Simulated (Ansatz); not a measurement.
The same path of BCl₂H (4 atoms, charge 0, multiplicity 1) was run 3 times with different band settings. Lost on the way: B1–H2, B1–Cl3. Made: H2–Cl3.

Method: RKS r2SCANh-D4/6-31G* (Ansatz).

Relaxed end points:

```xyz
4
Properties=species:S:1:pos:R:3
B 0.215 0.000 0.267
H 0.001 0.000 1.436
Cl 1.861 0.000 -0.301
Cl -1.121 0.000 -0.850
```

```xyz
4
Properties=species:S:1:pos:R:3
B -0.611 0.000 -0.171
H 1.253 0.000 0.540
Cl 2.502 0.000 1.001
Cl -2.188 0.000 -0.817
```

Common settings: movable images 5; climbing image yes; spring 5.0 eV/Å²; optimiser quadratic models (default); start path through a guess of the saddle point; iteration limit 60; end points relaxed.

| run | force threshold |
| --- | --- |
| 1 | 0.05 eV/Å |
| 2 | 0.2 eV/Å |
| 3 | 0.5 eV/Å |

Problem. What does each run give, and how far can it be trusted?

Solution. Run 1: converged after 12 iterations, highest image 3.998 eV above the first end. Neighbouring images differ by up to 2.3 eV, so the band resolves the path poorly. A vibrational analysis at the climbing image gives one clearly imaginary mode, 210i cm⁻¹: a first-order saddle point.
Run 2: converged after 12 iterations, highest image 3.998 eV above the first end. The threshold of 0.2 eV/Å is loose, so the images may lie well off the minimum-energy path. Neighbouring images differ by up to 2.3 eV, so the band resolves the path poorly. Another band between the same ends (5 images) ends at a top of the same energy, where a vibrational analysis finds 1 clearly imaginary mode.
Run 3: converged after 8 iterations, highest image 4.003 eV above the first end. The threshold of 0.5 eV/Å is loose, so the images may lie well off the minimum-energy path. Neighbouring images differ by up to 2.3 eV, so the band resolves the path poorly. The order of the stationary point at the top wasn't checked.
The orbitals stay closed-shell, which can raise the energy where a bond breaks towards radicals; this wasn't checked here.
